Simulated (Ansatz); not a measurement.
Geometry optimisation, Ansatz 0.2.0, RKS r2SCANh-D4/def2-SVP.

input.yaml

```yaml
crystal:
  periodic: [false, false, false]
  atoms:
    - { symbol: B, position_ang: [0.0, 0.0, 0.0] }
    - { symbol: "N", position_ang: [1.0346, 0.0, 1.4114] }
    - { symbol: H, position_ang: [0.1576, -0.2713, 1.9414] }
    - { symbol: H, position_ang: [1.9116, 0.2713, 1.9414] }
    - { symbol: H, position_ang: [1.3899, 0.0, -0.0116] }
    - { symbol: H, position_ang: [-1.0305, 0.0, -0.595] }
basis:
  gaussian: { orbitals: def2-SVP }
hamiltonian:
  xc: r2scanh
  dispersion: d4
relax:
  f_tol: 0.15
  max_steps: 25
  restrain:
    - { distance: [1, 4], at: 2.26, k: 30.0 }
    - { distance: [0, 1], at: 1.55, k: 30.0 }
    - { distance: [0, 4], at: 1.19, k: 30.0 }
```

Launched with:

```bash
$ ansatz run input.yaml --threads 1 --pin off --max-ram 2048MiB --backend cpu --events-out ev --progress --plain --runs-dir out
```

Q: Where does it end, and by what steps?

A: The run converged. The restraints hold the end off the free minimum. After 6 steps the energy has fallen by 6.474 eV (the restraints' own energy left out); H5 moved furthest, 0.69 Å. The start is strongly strained (largest force component 9 eV/Å).

```csv
step,energy less start (eV),largest force component (eV/Å),accepted
0,0.0000,9.089,yes
1,-2.4363,7.047,yes
2,-4.2696,5.468,yes
3,-6.0447,3.620,yes
4,-6.3581,2.949,yes
5,-6.4505,2.608,yes
6,-6.4743,2.735,yes
```

```xyz
6
Properties=species:S:1:pos:R:3
B 0.421 0.018 0.072
N 0.730 -0.011 1.497
H 0.028 -0.139 2.212
H 1.669 0.077 1.857
H 1.341 0.163 -0.678
H -0.726 -0.108 -0.272
```

Time of the run: 11 s on 1 thread of Arm Neoverse V1, on a shared host, peak memory 0.11 GiB.
